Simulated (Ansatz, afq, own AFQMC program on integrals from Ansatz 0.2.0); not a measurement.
AFQMC on a folder of integrals that Ansatz 0.2.0 wrote.

```yaml
crystal:
  periodic: [false, false, false]
  atoms:
    - {symbol: Zr, position_ang: [0.000000, 0.000000, 0.000000]}
    - {symbol: Si, position_ang: [0.000000, 0.000000, 2.390400]}
basis:
  gaussian: {orbitals: def2-TZVP}
magnetization: {spin_polarized: false}
correlation: {method: ccsd_t, electrons: outside_noble_gas, hamiltonian_folder: ham}
```

```sh
$ ansatz run in.yaml --threads 1 --pin off --events-out ev --progress --plain --max-ram 24576MiB --backend cuda --devices 0, --max-vram 18GiB
```

afq runs on the folder ham with

```
--method phaseless --trial cisd --walkers 4000 --populations 20 --least-time 60 --time-step 0.005 --steps-per-block 50 --equilibration-blocks 40 --max-blocks 4000 --target-error 0.00017 --factor-cut 1e-05 --seed 5143 --release-times 0.24,0.5,1,1.5 --release-step 0.02 --release-every 3 --taylor-order 6
```

Times are imaginary, in 1/Eh. The walk had a cap of 171 s. With eight or more populations the least sampling time is a fifth of least-time, and the error comes from their spread. Core potentials past Kr, no spin–orbit coupling.

Output of the walk:

```
orbitals 68  electrons 4 4  factors 519 of 584
reference energy -335.26070466 Eh
CCSD correlation -0.23059418 Eh in 16 cycles, weight of the determinant in the CISD state 0.7719
energy of the start -335.491300 Eh
 block  time / (1/Eh)  mean weight  energy / Eh
     1     0.250  0.9998  -335.487855
     2     0.500  1.0001  -335.489265
     3     0.750  1.0000  -335.492134
     4     1.000  0.9999  -335.495043
     5     1.250  1.0001  -335.498443
     8     2.000  1.0000  -335.507462
    13     3.250  1.0000  -335.511805
    31     7.750  1.0000  -335.516859
    43    10.750  1.0001  -335.517013
    49    12.250  0.9997  -335.516217
    67    16.750  0.9999  -335.510739
    85    21.250  1.0004  -335.514433
   103    25.750  1.0002  -335.512307
   121    30.250  0.9997  -335.514491
   139    34.750  1.0002  -335.512485
   157    39.250  1.0000  -335.512060
   175    43.750  0.9995  -335.511646
   193    48.250  0.9997  -335.513528
   211    52.750  1.0003  -335.511708
   229    57.250  1.0002  -335.509839
   247    61.750  0.9999  -335.511243
   265    66.250  1.0004  -335.511130
error from the spread of 20 populations
released: time / (1/Eh)  energy / Eh  error  mean overlap
  0.24  -335.514149  0.000321  0.9998
  0.50  -335.515080  0.000331  0.9993
  1.00  -335.516697  0.000250  1.0000
  1.50  -335.517734  0.000235  1.0048
energy -335.512870 +/- 0.000322 Eh
(rows thinned)
```

The run passed its tests (sampling time, drift between the halves within three errors, error under three times the target), which doesn't prove that it has relaxed, ending at its cap on processor time. The second half of the sampling lies above the first by 1.9 errors of their difference, so the energy may still be moving and its error bar be too small.

Against this walk (error 8.8 meV) on the same determinant: CCSD(T) 76.2 meV lower, CCSDT(Q) 232.9 meV lower. The error is statistical and leaves out the bias of the constraint. None of these is a sure reference here. The released energies are still falling (meV from the phaseless value at times in 1/Eh: -35 ± 9 at 0.24, -60 ± 9 at 0.50, -104 ± 7 at 1.00, -132 ± 6 at 1.50), so they give no level; they do show a bias of the constraint, and the last of them that isn't too noisy lies 101 meV above CCSDT(Q).

Cautions: constraint bias not in the error; error above the target (8.8 against 4.6 meV); no spin-orbit coupling; outer-core shells of the metal frozen; restricted determinant unstable towards unrestricted (UHF 1.96 eV lower, ⟨S²⟩ 2.51); strong correlation (T1 0.046, weight of the determinant 0.77, largest double 0.17); (T) is large, 11 % of the CCSD correlation; (Q) is large, 142 meV, so the cluster series hasn't closed; CCSD(T) is in doubt: in a space of 8 electrons in 8 natural orbitals full CI lies 85 meV below it; CCSDT(Q) on the UHF determinant differs (78 meV higher), by its state or its frozen core.

The walk took 9 min on 1 × NVIDIA H100 80GB HBM3 with 1 thread of AMD EPYC 7R13 Processor (Zen 3) (shared host) (the card was shared). The log's last line is the phaseless energy.

CCSDT and higher add their correlation energy to the determinant of the CCSD(T) run, since their own runs factorise the integrals more tightly (a shift of under 2 meV). A walk keeps the symmetry of its determinant, which the program's search chose and which needn't be the lowest solution, so a lower state of the same spin and another symmetry isn't excluded.
